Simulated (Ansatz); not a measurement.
# BeN+ (triplet): wave-function methods side by side, def2-TZVPP

An exercise on one series of results from a longer session: the logs are not shown, and one member is left open.

Computed with Ansatz 0.2.0, Gaussian basis. Level: def2-TZVPP, core rule «outside noble gas», up to 2 orbitals frozen.

To be run: UHF; ROHF; CCSD(T) on UHF.

2 further runs of the same task are left out: 2 set aside as unsound or not needed.

## The geometry

The geometry is a PBE0/def2-TZVP stationary point (not a proven minimum) of the parent state, kept for this charge and spin.

2 atoms, charge 1, spin multiplicity 3.

Atoms are counted from 1 here; the program's logs count them from 0.

Bond lengths: N1–Be2 1.605 Å.

Set-up of the first run:

Contents of in.yaml:

```yaml
crystal:
  periodic: [false, false, false]
  atoms:
    - {symbol: N, position_ang: [0.000000, 0.000000, 0.000000]}
    - {symbol: Be, position_ang: [0.000000, 0.000000, 1.605500]}
basis:
  gaussian: {orbitals: def2-TZVPP}
total_charge: 1
magnetization: {spin_polarized: true, initial_magnetization: 2}
hamiltonian: {xc: hf}
output: {orbitals: {seedname: orbitals}}
```

Command:

```
$ ansatz run in.yaml --threads 1 --pin off --events-out ev --progress --plain --max-ram 4096MiB --backend cpu
```

Among the steps run: UHF; ROHF; CCSD(T) on UHF.

One table of the session follows, with a row left open; its other results are not shown here.

| method | from UCCSD(T) (kJ/mol) |
| --- | --- |
| ROHF | +455.9 |
| UHF | +439.4 |
| UMP2 | ? |
| UCCSD | +15.8 |
| UCCSD(T) | 0 |

**Question.** Estimate the row for UMP2.

As computed: from UCCSD(T) (kJ/mol): +66.2. In the column «from UCCSD(T) (kJ/mol)» it lies between UCCSD (+15.8) and UHF (+439.4).
